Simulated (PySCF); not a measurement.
# How the numerical set-up moves the result for SH

Aim: see how much the energy and properties of SH depend on the numerical set-up.

Computed with PySCF 2.14.0. Level: each script names its method and basis.

1 further run of the same task is left out (it didn't finish).

**1. Where the work starts**

SH: 2 atoms, charge 0, spin multiplicity 2.

Bond lengths: H1–S2 1.240 Å.

**2. The base run**

input.py

```python
from pyscf import gto, scf

mol = gto.M(
    atom='H 0 0 0; S 0 0 1.24',
    basis='def2-tzvpp',
    charge=0,
    spin=1,
    verbose=4,
)
mf = scf.UHF(mol)
mf.kernel()
mf.analyze()
print('orbital energies (hartree):', [e[max(0, n-3):n+3].round(4) for e, n in zip(mf.mo_energy, mol.nelec)])
```

On the command line:

```bash
$ OMP_NUM_THREADS=1 python input.py
```

The log of this run is left out.

Base result: E(SCF) = -398.093750 Eh, 11 cycles, ⟨S²⟩ = 0.764, μ = 0.92 D.

The bond length is a typed value, not an optimised one.

**3. 6-311++g****

Variant 1 changes basis set: def2-tzvpp → 6-311++g**.

input.py

```python
from pyscf import gto, scf

mol = gto.M(
    atom='H 0 0 0; S 0 0 1.24',
    basis='6-311++g**',
    charge=0,
    spin=1,
    verbose=4,
)
mf = scf.UHF(mol)
mf.kernel()
mf.analyze()
print('orbital energies (hartree):', [e[max(0, n-3):n+3].round(4) for e, n in zip(mf.mo_energy, mol.nelec)])
```

On the command line:

```bash
$ OMP_NUM_THREADS=1 python input.py
```

**4. Density fitting weigend**

Variant 2 changes density fitting: none → weigend.

Changes to input.py since step 2:

```diff
@@ -10,2 +10,3 @@
 mf = scf.UHF(mol)
+mf = mf.density_fit(auxbasis='weigend')
 mf.kernel()
```

**5. Cc-pvdz-dk (X2C on)**

Variant 3 changes basis set: def2-tzvpp → cc-pvdz-dk; spin-free X2C: off → on.

Changes to input.py since step 2:

```diff
@@ -4,3 +4,3 @@
     atom='H 0 0 0; S 0 0 1.24',
-    basis='def2-tzvpp',
+    basis='cc-pvdz-dk',
     charge=0,
@@ -10,2 +10,3 @@
 mf = scf.UHF(mol)
+mf = mf.sfx2c1e()
 mf.kernel()
```

**6. Pcseg-1**

Variant 4 changes basis set: def2-tzvpp → pcseg-1.

Changes to input.py since step 2:

```diff
@@ -4,3 +4,3 @@
     atom='H 0 0 0; S 0 0 1.24',
-    basis='def2-tzvpp',
+    basis='pcseg-1',
     charge=0,
```

**7. Density fitting cc-pvdz-jkfit**

Variant 5 changes density fitting: none → cc-pvdz-jkfit.

Changes to input.py since step 2:

```diff
@@ -10,2 +10,3 @@
 mf = scf.UHF(mol)
+mf = mf.density_fit(auxbasis='cc-pvdz-jkfit')
 mf.kernel()
```

**8. Sbkjc (core potential on)**

Variant 6 changes basis set: def2-tzvpp → sbkjc; core potential: off → on. The core potential changes with it: totals don't compare.

input.py

```python
from pyscf import gto, scf

mol = gto.M(
    atom='H 0 0 0; S 0 0 1.24',
    basis='sbkjc',
    ecp={'S': 'sbkjc'},
    charge=0,
    spin=1,
    verbose=4,
)
mf = scf.UHF(mol)
mf.kernel()
mf.mulliken_pop()
mf.dip_moment()
print('orbital energies (hartree):', [e[max(0, n-3):n+3].round(4) for e, n in zip(mf.mo_energy, mol.nelec)])
```

Before running it: what results should come out? Wanted: for each run, E(SCF); from base; gap, α spin; SCF dipole.

**Answer**, as computed:

```csv
run,E(SCF) (hartree),from base (eV),cycles,"gap, α spin (eV)",SCF dipole (D),functions
base,-398.093750,0,11,14.96,0.92,56
6-311++g**,-398.088500,+0.1429,10,12.24,1.10,37
density fitting weigend,-395.718845,+64.6244,11,14.84,0.88,56
cc-pvdz-dk (X2C on),-399.162022,not comparable,10,15.72,1.04,23
pcseg-1,-398.050383,+1.1801,10,15.14,1.14,23
density fitting cc-pvdz-jkfit,-398.093673,+0.0021,11,14.96,0.92,56
sbkjc (core potential on),-10.456438,not comparable,9,17.52,1.65,10
```

The largest comparable shift of the SCF energy, +64.624 eV, comes with the run “density fitting weigend”. 6-311++g** (37 functions) gives an energy 0.14 eV higher than def2-tzvpp (56). pcseg-1 (23 functions) gives an energy 1.18 eV higher than def2-tzvpp (56).
